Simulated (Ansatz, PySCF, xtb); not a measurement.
Bonds broken one at a time in the series Ga F-CH3. All species are isolated molecules in the gas phase. Strings in code marks are SMILES.

Quantity: homolytic bond dissociation enthalpy at 298 K (no spin–orbit term), in kcal/mol. Enthalpy corrections at 298 K come from GFN2-xTB frequencies (xtb).

Level 1: PBE-D3(BJ)/def2-TZVP // B3LYP-D3(BJ)/def2-TZVP (PySCF)
Level 2: frozen-core MP2/cc-pVTZ // B3LYP-D3(BJ)/def2-TZVP (Ansatz, a program for electronic structure)
Level 3: B3LYP/6-311+G** (LANL2DZ on Ga) // B3LYP-D3(BJ)/def2-TZVP (PySCF)
Level 4: HF/3-21G // B3LYP-D3(BJ)/def2-TZVP (PySCF)

| species | level 1 | level 2 | level 3 | level 4 |
|---|---|---|---|---|
| C–Ga bond of `[CH3][Ga]([F])[F]`, giving `[CH3]` and `[F][Ga][F]` | … | 83.2 | 73.0 | 73.8 |
| C–Ga bond of `[CH3][Ga]([CH3])[F]`, giving `[CH3]` and `[CH3][Ga][F]` | … | 82.1 | 70.0 | 67.8 |
| F–Ga bond of `[F][Ga]([F])[F]`, giving `[F]` and `[F][Ga][F]` | 121.4 | 131.9 | … | 95.4 |

Task: Fill in the missing entries.

Result: 
- C–Ga bond of `[CH3][Ga]([F])[F]`, giving `[CH3]` and `[F][Ga][F]`, level 1: 76.1
- C–Ga bond of `[CH3][Ga]([CH3])[F]`, giving `[CH3]` and `[CH3][Ga][F]`, level 1: 73.5
- F–Ga bond of `[F][Ga]([F])[F]`, giving `[F]` and `[F][Ga][F]`, level 3: 120.3
